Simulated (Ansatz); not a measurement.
`CC(C)CF`, relaxed with RKS PBE0-D4/def2-TZVP in Ansatz 0.2.0 from a PBE-D4/def2-SVP geometry. The force threshold is 0.005 eV/Å; the program also tests the step.

The species carries charge 0 and has multiplicity 1.

Start:

```xyz
14

C    -0.992    0.409   -0.997
C    -0.263   -0.285    0.160
C     0.080    0.698    1.287
C     0.988   -1.005   -0.338
F     1.902   -0.090   -0.858
H    -0.335    1.172   -1.462
H    -1.913    0.917   -0.647
H    -1.281   -0.313   -1.789
H    -0.926   -1.082    0.571
H     0.797    1.462    0.923
H     0.547    0.184    2.152
H    -0.825    1.224    1.651
H     1.486   -1.559    0.490
H     0.732   -1.732   -1.142
```

| step | energy (eV) | largest force (eV/Å) | largest move (Å) |
| --- | --- | --- | --- |
| 1 | -7006.9800 | 0.587 | 0.000 |
| 2 | -7007.0298 | 0.174 | 0.022 |
| 3 | -7007.0344 | 0.019 | 0.011 |
| 4 | -7007.0345 | 0.010 | 0.005 |
| 5 | -7007.0345 | 0.005 | 0.005 |

End:

```xyz
14

C    -0.980    0.413   -0.992
C    -0.259   -0.280    0.156
C     0.080    0.694    1.276
C     0.975   -1.008   -0.330
F     1.893   -0.117   -0.868
H    -0.341    1.176   -1.443
H    -1.890    0.903   -0.641
H    -1.260   -0.297   -1.775
H    -0.916   -1.062    0.559
H     0.764    1.467    0.919
H     0.557    0.185    2.117
H    -0.821    1.187    1.647
H     1.474   -1.532    0.491
H     0.724   -1.729   -1.115
```

It took 14 s on 4 threads of a server CPU on a shared host, with 0.54 GiB of host memory at the peak.
